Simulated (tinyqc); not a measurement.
UHF in the sto-3g basis, for H2O, spin multiplicity 1, step by step. This run ends on a higher stationary point, not on the lowest solution. One step of it, computed by the program tinyqc.

Question. Iteration 2: building the Fock matrix. J_ij = sum D_kl (ij|kl) with D = D(alpha) + D(beta), K_ij = sum D_kl (ik|jl) for each spin; F = H + J - K(s); E = tr D H + tr D J / 2 - 0.5 sum_s tr D(s) K(s) + E_nn.

D(alpha) after iteration 1:
```
            1O 1s      1O 2s     1O 2px     1O 2py     1O 2pz      2H 1s      3H 1s
1O 1s    1.044018  -0.187040   0.000000   0.000000   0.042508  -0.046354  -0.046354
1O 2s   -0.187040   0.815178   0.000000   0.000000  -0.175910   0.125471   0.125471
1O 2px   0.000000   0.000000   0.855626  -0.219648   0.000000   0.259876  -0.259876
1O 2py   0.000000   0.000000  -0.219648   0.756603   0.000000   0.112203  -0.112203
1O 2pz   0.042508  -0.175910   0.000000   0.000000   0.833506   0.119910   0.119910
2H 1s   -0.046354   0.125471   0.259876   0.112203   0.119910   0.241172  -0.084045
3H 1s   -0.046354   0.125471  -0.259876  -0.112203   0.119910  -0.084045   0.241172
```

D(beta) after iteration 1:
```
            1O 1s      1O 2s     1O 2px     1O 2py     1O 2pz      2H 1s      3H 1s
1O 1s    1.044018  -0.187040   0.000000   0.000000   0.042508  -0.046354  -0.046354
1O 2s   -0.187040   0.815178   0.000000   0.000000  -0.175910   0.125471   0.125471
1O 2px   0.000000   0.000000   0.855626   0.219648   0.000000  -0.259876   0.259876
1O 2py   0.000000   0.000000   0.219648   0.756603   0.000000   0.112203  -0.112203
1O 2pz   0.042508  -0.175910   0.000000   0.000000   0.833506   0.119910   0.119910
2H 1s   -0.046354   0.125471  -0.259876   0.112203   0.119910   0.241172  -0.084045
3H 1s   -0.046354   0.125471   0.259876  -0.112203   0.119910  -0.084045   0.241172
```

core Hamiltonian H = T + V (hartree):
```
             1O 1s      1O 2s     1O 2px     1O 2py     1O 2pz      2H 1s      3H 1s
1O 1s   -32.445986  -7.547728   0.000000   0.000000  -0.010483  -0.821440  -0.821440
1O 2s    -7.547728  -9.073300   0.000000   0.000000  -0.130841  -2.103992  -2.103992
1O 2px    0.000000   0.000000  -7.238955   0.000000   0.000000   0.000000   0.000000
1O 2py    0.000000   0.000000   0.000000  -7.317661   0.000000  -1.305779   1.305779
1O 2pz   -0.010483  -0.130841   0.000000   0.000000  -7.282794  -1.001640  -1.001640
2H 1s    -0.821440  -2.103992   0.000000  -1.305779  -1.001640  -4.014145  -0.606486
3H 1s    -0.821440  -2.103992   0.000000   1.305779  -1.001640  -0.606486  -4.014145
```

Two-electron integrals (ij|kl) in chemists' order, unique and non-zero (hartree):
```
(11|11) 4.785065    (21|11) 0.741380    (21|21) 0.136873    (22|11) 1.118947
(22|21) 0.256633    (22|22) 0.817206    (31|31) 0.024477    (32|31) 0.037809
(32|32) 0.180518    (33|11) 1.115814    (33|21) 0.256684    (33|22) 0.817023
(33|33) 0.880159    (41|41) 0.024477    (42|41) 0.037809    (42|42) 0.180518
(43|43) 0.047444    (44|11) 1.115814    (44|21) 0.256684    (44|22) 0.817023
(44|33) 0.785270    (44|44) 0.880159    (51|51) 0.024477    (52|51) 0.037809
(52|52) 0.180518    (53|53) 0.047444    (54|54) 0.047444    (55|11) 1.115814
(55|21) 0.256684    (55|22) 0.817023    (55|33) 0.785270    (55|44) 0.785270
(55|55) 0.880159    (61|11) 0.080800    (61|21) 0.014810    (61|22) 0.027655
(61|33) 0.027603    (61|41) 0.000524    (61|42) 0.000994    (61|44) 0.027706
(61|51) 0.000391    (61|52) 0.000742    (61|54) 0.000076    (61|55) 0.027660
(61|61) 0.001622    (62|11) 0.226535    (62|21) 0.052741    (62|22) 0.189804
(62|33) 0.186401    (62|41) 0.003148    (62|42) 0.025642    (62|44) 0.192835
(62|51) 0.002349    (62|52) 0.019138    (62|54) 0.004802    (62|55) 0.189985
(62|61) 0.005829    (62|62) 0.057966    (63|31) 0.005138    (63|32) 0.031271
(63|43) 0.005112    (63|53) 0.003815    (63|63) 0.007656    (64|11) 0.141193
(64|21) 0.033261    (64|22) 0.127870    (64|33) 0.122305    (64|41) 0.006850
(64|42) 0.047296    (64|44) 0.136590    (64|51) 0.001277    (64|52) 0.011960
(64|54) 0.006846    (64|55) 0.124567    (64|61) 0.003811    (64|62) 0.047548
(64|64) 0.046247    (65|11) 0.105376    (65|21) 0.024824    (65|22) 0.095433
(65|33) 0.091280    (65|41) 0.001277    (65|42) 0.011960    (65|44) 0.094310
(65|51) 0.006092    (65|52) 0.040197    (65|54) 0.007374    (65|55) 0.100598
(65|61) 0.002844    (65|62) 0.035486    (65|64) 0.028802    (65|65) 0.029151
(66|11) 0.410898    (66|21) 0.097160    (66|22) 0.403175    (66|33) 0.388631
(66|41) 0.006523    (66|42) 0.075526    (66|44) 0.416370    (66|51) 0.004869
(66|52) 0.056367    (66|54) 0.020703    (66|55) 0.404082    (66|61) 0.010786
(66|62) 0.166001    (66|64) 0.155716    (66|65) 0.116215    (66|66) 0.774606
(71|11) 0.080800    (71|21) 0.014810    (71|22) 0.027655    (71|33) 0.027603
(71|41) -0.000524   (71|42) -0.000994   (71|44) 0.027706    (71|51) 0.000391
(71|52) 0.000742    (71|54) -0.000076   (71|55) 0.027660    (71|61) 0.001598
(71|62) 0.005645    (71|64) 0.003425    (71|65) 0.002759    (71|66) 0.010392
(71|71) 0.001622    (72|11) 0.226535    (72|21) 0.052741    (72|22) 0.189804
(72|33) 0.186401    (72|41) -0.003148   (72|42) -0.025642   (72|44) 0.192835
(72|51) 0.002349    (72|52) 0.019138    (72|54) -0.004802   (72|55) 0.189985
(72|61) 0.005645    (72|62) 0.044767    (72|64) 0.025847    (72|65) 0.026573
(72|66) 0.101282    (72|71) 0.005829    (72|72) 0.057966    (73|31) 0.005138
(73|32) 0.031271    (73|43) -0.005112   (73|53) 0.003815    (73|63) 0.005657
(73|73) 0.007656    (74|11) -0.141193   (74|21) -0.033261   (74|22) -0.127870
(74|33) -0.122305   (74|41) 0.006850    (74|42) 0.047296    (74|44) -0.136590
(74|51) -0.001277   (74|52) -0.011960   (74|54) 0.006846    (74|55) -0.124567
(74|61) -0.003425   (74|62) -0.025847   (74|64) -0.009715   (74|65) -0.015095
(74|66) -0.055243   (74|71) -0.003811   (74|72) -0.047548   (74|74) 0.046247
(75|11) 0.105376    (75|21) 0.024824    (75|22) 0.095433    (75|33) 0.091280
(75|41) -0.001277   (75|42) -0.011960   (75|44) 0.094310    (75|51) 0.006092
(75|52) 0.040197    (75|54) -0.007374   (75|55) 0.100598    (75|61) 0.002759
(75|62) 0.026573    (75|64) 0.015095    (75|65) 0.021200    (75|66) 0.065116
(75|71) 0.002844    (75|72) 0.035486    (75|74) -0.028802   (75|75) 0.029151
(76|11) 0.059307    (76|21) 0.013945    (76|22) 0.054889    (76|33) 0.053609
(76|44) 0.054689    (76|51) 0.000951    (76|52) 0.009434    (76|55) 0.056309
(76|61) 0.001524    (76|62) 0.016751    (76|64) 0.012074    (76|65) 0.011579
(76|66) 0.051542    (76|71) 0.001524    (76|72) 0.016751    (76|74) -0.012074
(76|75) 0.011579    (76|76) 0.006337    (77|11) 0.410898    (77|21) 0.097160
(77|22) 0.403175    (77|33) 0.388631    (77|41) -0.006523   (77|42) -0.075526
(77|44) 0.416370    (77|51) 0.004869    (77|52) 0.056367    (77|54) -0.020703
(77|55) 0.404082    (77|61) 0.010392    (77|62) 0.101282    (77|64) 0.055243
(77|65) 0.065116    (77|66) 0.258399    (77|71) 0.010786    (77|72) 0.166001
(77|74) -0.155716   (77|75) 0.116215    (77|76) 0.051542    (77|77) 0.774606
```

nuclear repulsion = 6.90499574 hartree

Give: Coulomb J; exchange K(alpha); exchange K(beta); F(alpha); F(beta); total energy of this density.

Answer.

Coulomb J (hartree):
```
         1O 1s   1O 2s  1O 2px  1O 2py  1O 2pz  2H 1s   3H 1s
1O 1s   17.521   3.310   0.000   0.000  -0.009  0.358   0.358
1O 2s    3.310   8.230   0.000   0.000  -0.001  1.893   1.893
1O 2px   0.000   0.000   8.204   0.000   0.000  0.000   0.000
1O 2py   0.000   0.000   0.000   8.234   0.000  1.273  -1.273
1O 2pz  -0.009  -0.001   0.000   0.000   8.229  0.954   0.954
2H 1s    0.358   1.893   0.000   1.273   0.954  4.165   0.551
3H 1s    0.358   1.893   0.000  -1.273   0.954  0.551   4.165
```

exchange K(alpha) (hartree):
```
        1O 1s   1O 2s  1O 2px  1O 2py  1O 2pz  2H 1s   3H 1s
1O 1s   4.883   0.842   0.000   0.000   0.003  0.094   0.094
1O 2s   0.842   1.281   0.000   0.000  -0.065  0.357   0.357
1O 2px  0.000   0.000   1.009  -0.117   0.000  0.060  -0.060
1O 2py  0.000   0.000  -0.117   1.016   0.000  0.233  -0.233
1O 2pz  0.003  -0.065   0.000   0.000   1.050  0.174   0.174
2H 1s   0.094   0.357   0.060   0.233   0.174  0.388   0.082
3H 1s   0.094   0.357  -0.060  -0.233   0.174  0.082   0.388
```

exchange K(beta) (hartree):
```
        1O 1s   1O 2s  1O 2px  1O 2py  1O 2pz   2H 1s   3H 1s
1O 1s   4.883   0.842   0.000   0.000   0.003   0.094   0.094
1O 2s   0.842   1.281   0.000   0.000  -0.065   0.357   0.357
1O 2px  0.000   0.000   1.009   0.117   0.000  -0.060   0.060
1O 2py  0.000   0.000   0.117   1.016   0.000   0.233  -0.233
1O 2pz  0.003  -0.065   0.000   0.000   1.050   0.174   0.174
2H 1s   0.094   0.357  -0.060   0.233   0.174   0.388   0.082
3H 1s   0.094   0.357   0.060  -0.233   0.174   0.082   0.388
```

F(alpha) (hartree):
```
          1O 1s   1O 2s  1O 2px  1O 2py  1O 2pz   2H 1s   3H 1s
1O 1s   -19.809  -5.080   0.000   0.000  -0.022  -0.557  -0.557
1O 2s    -5.080  -2.124   0.000   0.000  -0.067  -0.568  -0.568
1O 2px    0.000   0.000  -0.043   0.117   0.000  -0.060   0.060
1O 2py    0.000   0.000   0.117  -0.099   0.000  -0.265   0.265
1O 2pz   -0.022  -0.067   0.000   0.000  -0.104  -0.221  -0.221
2H 1s    -0.557  -0.568  -0.060  -0.265  -0.221  -0.237  -0.138
3H 1s    -0.557  -0.568   0.060   0.265  -0.221  -0.138  -0.237
```

F(beta) (hartree):
```
          1O 1s   1O 2s  1O 2px  1O 2py  1O 2pz   2H 1s   3H 1s
1O 1s   -19.809  -5.080   0.000   0.000  -0.022  -0.557  -0.557
1O 2s    -5.080  -2.124   0.000   0.000  -0.067  -0.568  -0.568
1O 2px    0.000   0.000  -0.043  -0.117   0.000   0.060  -0.060
1O 2py    0.000   0.000  -0.117  -0.099   0.000  -0.265   0.265
1O 2pz   -0.022  -0.067   0.000   0.000  -0.104  -0.221  -0.221
2H 1s    -0.557  -0.568   0.060  -0.265  -0.221  -0.237  -0.138
3H 1s    -0.557  -0.568  -0.060   0.265  -0.221  -0.138  -0.237
```

total energy of this density = -74.40173 hartree

This density is a damped mixture and is not idempotent.
